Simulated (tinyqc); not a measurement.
Worked calculation: RKS/PBE0 in the sto-3g basis, for H2O, spin multiplicity 1. One step of it, computed by the program tinyqc.

Problem. Orthogonalisation. S = U s U^T; symmetric (Loewdin) form X = U s^(-1/2) U^T, so that X^T S X = 1.

overlap S:
```
           1O 1s     1O 2s    1O 2px     1O 2py    1O 2pz     2H 1s      3H 1s
1O 1s   1.000000  0.236704  0.000000   0.000000  0.000000  0.038283   0.040813
1O 2s   0.236704  1.000000  0.000000   0.000000  0.000000  0.385354   0.401197
1O 2px  0.000000  0.000000  1.000000   0.000000  0.000000  0.000000   0.000000
1O 2py  0.000000  0.000000  0.000000   1.000000  0.000000  0.246761  -0.254361
1O 2pz  0.000000  0.000000  0.000000   0.000000  1.000000  0.234099   0.240991
2H 1s   0.038283  0.385354  0.000000   0.246761  0.234099  1.000000   0.228997
3H 1s   0.040813  0.401197  0.000000  -0.254361  0.240991  0.228997   1.000000
```

Give: eigenvalues of S; X.

Solution.

eigenvalues of S: 0.427  0.514  0.878  1.000  1.111  1.258  1.813

X:
```
         1O 1s   1O 2s  1O 2px  1O 2py  1O 2pz   2H 1s   3H 1s
1O 1s    1.024  -0.137   0.000   0.000  -0.008   0.018   0.019
1O 2s   -0.137   1.161   0.000  -0.004   0.082  -0.216  -0.231
1O 2px   0.000   0.000   1.000   0.000   0.000   0.000   0.000
1O 2py   0.000  -0.004   0.000   1.066  -0.002  -0.166   0.173
1O 2pz  -0.008   0.082   0.000  -0.002   1.048  -0.129  -0.136
2H 1s    0.018  -0.216   0.000  -0.166  -0.129   1.132  -0.083
3H 1s    0.019  -0.231   0.000   0.173  -0.136  -0.083   1.144
```
